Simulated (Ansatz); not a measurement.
One crystal and one scan (energy against volume) at two levels, PBE (plane waves to 420 eV, PAW, scalar-relativistic; Ansatz, a quantum-chemistry and plane-wave program) and r2SCAN (plane waves to 500 eV, PAW, scalar-relativistic; Ansatz), each from its own relaxed cell and on its own mesh.

The crystal is TiN (rock salt); the cell is scaled evenly about its relaxed volume V₀.

The energy includes the smearing's −TS. TiN is run without spin polarisation. TiN was relaxed with its symmetry unable to fall. Both scans cover V/V₀ from 0.940 to 1.060.

```
quantity                                                 run 1  run 2
-------------------------------------------------------  -----  -----
Lattice constant a (Å)                                   4.233  4.247
Pressure at the smallest volume (GPa)                     20.8   19.5
Energy cost of the largest compression (meV/atom)           35     33
Bulk modulus B₀ (third-order Birch-Murnaghan fit) (GPa)  295.5  276.7
Pressure for 5 % compression (fit) (GPa)                  16.9   15.8
```

Which run is which level?

Run 2 is PBE, run 1 is r2SCAN. PBE gives the higher value for: lattice constant a. PBE gives the lower value for: pressure at the smallest volume; bulk modulus B₀; pressure for 5 % compression. For the lattice constant a the reference is 4.239 Å (measured, room temperature or unstated; as given in Guo-Xu Zhang, Anthony M Reilly, Alexandre Tkatchenko et al., New Journal of Physics (2018), doi:10.1088/1367-2630/aac7f0): it holds thermal shifts, so no verdict is drawn. For the bulk modulus B₀ the reference is 288 GPa (measured, room temperature or unstated; as given in V. Krasnenko, M.G. Brik, Solid State Sciences (2013), arXiv:1306.3139): it holds thermal shifts, so no verdict is drawn.  Neither level is exact: the differences show how much the result hangs on the functional.

(A scan under strain: stresses follow from slopes of the energy per volume, elastic moduli from its curvatures.)
